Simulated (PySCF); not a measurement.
# PO⁺: frontier orbitals

TPSSh at R = 1.491 Å; PySCF, no relativity, basis sets P STO-3G, O STO-3G. State: ¹Σ⁺ (singlet), closed shell. Only the outer orbitals are listed, counted within each symmetry.

```
orbital  occ.  ε (eV)  on P (%)         main shells (%)
     5σ     2  -36.39        18          74 O s, 12 P s
     6σ     2  -21.90        68  67 P s, 18 O s, 14 O p
     2π     2  -17.28        33          67 O p, 33 P p
     2π     2  -17.28        33          67 O p, 33 P p
     7σ     2  -16.78        44  50 O p, 28 P p, 15 P s
     3π     0  -10.05        67          66 P p, 34 O p
     3π     0  -10.05        67          66 P p, 34 O p
     8σ     0   -1.57        70          64 P p, 28 O p
```

Question: Which are the highest filled and the lowest empty level, where do they sit, and how wide is the gap?

Answer: Highest filled 7σ at -16.78 eV (in %: 50 O p, 28 P p, 15 P s); lowest empty 3π at -10.05 eV (in %: 66 P p, 34 O p); the gap at TPSSh is 6.73 eV.

```
bond order (Mayer)                                                                                                : 2.62
⟨S²⟩                                                                                                              : 0.000
charge on P (Mulliken, basis-dependent)                                                                           : 1.06
charge on P (Löwdin, basis-dependent)                                                                             : 0.98
dipole moment (positive dipole points towards O; it is taken about the centre of mass and depends on that origin) : -1.83 D
```

STO-3G is very small, so such numbers show the basis as much as the molecule.
